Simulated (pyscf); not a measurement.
H₂Si=S (SMILES [SiH2]=S) + H₂ (SMILES [H][H]) → H₃Si–SH (SMILES [SiH3]S), an addition across a multiple bond or ene-type step (singlet surface; H–H broken, H–S, H–Si formed). Optimised with ωB97X-D3(BJ)/def2-SVP in PySCF. Energies in kJ/mol from the separated reactants.

Small-basis levels: PySCF, no dispersion term, spherical d functions. AM1 to PM7: differences of heats of formation from MOPAC, which are fitted to 298 K values and so differ in kind from electronic energies by zero-point and thermal terms. Cost: rough CPU time at the saddle relative to B3LYP/6-31G*, from one job on a shared machine.

```
level                   barrier  reaction energy        cost
----------------------  -------  ---------------  ----------
HF/STO-3G                 313.7           -302.0        0.09
MP2/6-31G*                162.0           -105.2         0.1
SVWN5/6-31G*               61.9           -146.8         1.0
BP86/6-31G*               107.6           -115.3           1
B3LYP/6-31G*              126.2           -121.3           1
M06-2X/6-31G*             120.4           -131.7           2
PBE/def2-SVP               71.6           -131.7           1
B3LYP/def2-SVP             97.9           -131.7           1
PM7                       232.9            +20.8  under 0.02
ωB97M-D3(BJ)/def2-TZVP     90.8           -136.6           –
```

Against the last row the barrier runs from -29.0 (SVWN5/6-31G*) to +222.9 kJ/mol (HF/STO-3G). ωB97M-D3(BJ)/def2-TZVP has limits of its own. At the saddle there is also a short H–Si contact that neither side keeps. One saddle was located; it need not be the lowest between these sides.
